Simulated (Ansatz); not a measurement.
# BH₂ (doublet): wave-function methods side by side, aug-cc-pVTZ

Aim: climb from Hartree-Fock through coupled cluster and multireference methods for BH₂ (doublet) at one geometry and basis, and see what each rung misses.

Method: aug-cc-pVTZ, correlated electrons: outside noble gas; program: Ansatz 0.2.0, Gaussian basis.

Plan: UHF; CCSD(T) on ROHF; CCSD(T) on UHF; BCCD(T) on ROHF; CCSDT(Q) on ROHF; CCSDT(Q) on UHF; CASSCF and MRCISD+Q, 5 electrons in 6 orbitals; CASSCF and MRCISD+Q(relaxed), 5 electrons in 6 orbitals; CASSCF and NEVPT2, 5 electrons in 6 orbitals.

**1. What is computed**

The geometry is a PBE0/def2-TZVPD stationary point (not a proven minimum) of the parent state, kept for this charge and spin.

3 atoms, charge 0, spin multiplicity 2.

Atoms are counted from 1 here; the program's logs count them from 0.

Bond lengths: B1–H2 1.209 Å, B1–H3 1.209 Å. Angles: H2–B1–H3 128.9°.

In the tables R marks a restricted open-shell determinant and U an unrestricted one; 'valence' is the active space of 5 electrons in 6 orbitals; correlation energies count from the lowest restricted Hartree-Fock solution.

**2. UHF**

Contents of in.yaml:

```yaml
crystal:
  periodic: [false, false, false]
  atoms:
    - {symbol: B, position_ang: [0.000000, -0.081894, 0.000000]}
    - {symbol: H, position_ang: [0.000000, 0.439190, -1.091073]}
    - {symbol: H, position_ang: [0.000000, 0.439190, 1.091073]}
basis:
  gaussian: {orbitals: aug-cc-pVTZ}
magnetization: {spin_polarized: true, initial_magnetization: 1}
hamiltonian: {xc: hf}
output: {orbitals: {seedname: orbitals}}
```

Started as:

```bash
> ansatz run in.yaml --threads 1 --pin off --events-out ev --progress --plain --max-ram 3968MiB --backend cpu
```

The runs that follow: CCSD(T) on ROHF; CCSD(T) on UHF; BCCD(T) on ROHF; CCSDT(Q) on ROHF; CCSDT(Q) on UHF; CASSCF and MRCISD+Q, 5 electrons in 6 orbitals; CASSCF and MRCISD+Q(relaxed), 5 electrons in 6 orbitals; CASSCF and NEVPT2, 5 electrons in 6 orbitals.

Q: Predict the results of all the runs planned. Wanted: correlation energy, UCCSDT(Q); RMP2 from UCCSDT(Q); UMP2 from UCCSDT(Q); RCCSD from UCCSDT(Q); RCCSD(T) from UCCSDT(Q); UCCSD(T) from UCCSDT(Q); RCCSDT(Q) from UCCSDT(Q); NEVPT2 valence from UCCSDT(Q); MRCISD+Q valence from UCCSDT(Q).

As calculated:

| quantity | value |
| --- | --- |
| correlation energy, UCCSDT(Q) | -2.8816 eV |
| RMP2 from UCCSDT(Q) | +13.24 kcal/mol |
| UMP2 from UCCSDT(Q) | +13.18 kcal/mol |
| RCCSD from UCCSDT(Q) | +1.63 kcal/mol |
| RCCSD(T) from UCCSDT(Q) | +0.32 kcal/mol |
| UCCSD(T) from UCCSDT(Q) | +0.31 kcal/mol |
| RCCSDT(Q) from UCCSDT(Q) | +0.01 kcal/mol |
| NEVPT2 valence from UCCSDT(Q) | +11.05 kcal/mol |
| MRCISD+Q valence from UCCSDT(Q) | +0.16 kcal/mol |
| MRCISD+Q(relaxed) valence from UCCSDT(Q) | -0.35 kcal/mol |
| levels of the table within 1 kcal/mol (43 meV) | RCCSD(T), UCCSD(T), BCCD(T), RCCSDT, UCCSDT, RCCSDT(Q), MRCISD+Q valence, MRCISD+Q(relaxed) valence |
| T1 diagnostic | 0.016 |
| effectively unpaired electrons | 1.01 |

What this shows: RCCSD(T) misses by +0.32 kcal/mol, 0.5 % of the correlation energy. One determinant dominates. Of the multireference levels listed MRCISD+Q valence comes nearest in total energy (+0.16 kcal/mol), which doesn't show that its space is the better one. These misses are within one basis, not against nature; the frozen cores of restricted and unrestricted runs differ, which can shift their rows.
